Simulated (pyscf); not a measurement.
•HC=C=C=CH₂ (SMILES [CH]=C=C=C) + H₂ (SMILES [H][H]) → H₂C=C=C=CH₂ (SMILES C=C=C=C) + H• (SMILES [H]) (hydrogen abstraction; doublet surface; H–H broken, C–H formed). PySCF, gas phase, ωB97X-D3(BJ)/def2-SVP geometries. Energies in kcal/mol from the separated reactants.

```csv
level,barrier,reaction energy
PBE/def2-TZVP,11.1,+7.1
r²SCAN/def2-TZVP,14.2,+11.2
B3LYP-D3(BJ)/def2-TZVP,15.6,+10.6
PBE0-D3(BJ)/def2-TZVP,?,?
M06-2X/def2-TZVP,19.8,+7.4
HF/def2-TZVP,?,+16.0
```

Question: Some entries are withheld; supply them.

Answer: 
- PBE0-D3(BJ)/def2-TZVP, barrier: 14.0
- PBE0-D3(BJ)/def2-TZVP, reaction energy: +6.4
- HF/def2-TZVP, barrier: 27.7

The functionals in the table span 8.7 kcal/mol in this barrier, from PBE to M06-2X. H₂C=C=C=CH₂ lies 7.2 kcal/mol over its isomer HC≡C–CH=CH₂ (electronic energy, ωB97M-D3(BJ)/def2-TZVP). One saddle was located; it need not be the lowest between these sides. The angle at the transferred H is 178°.
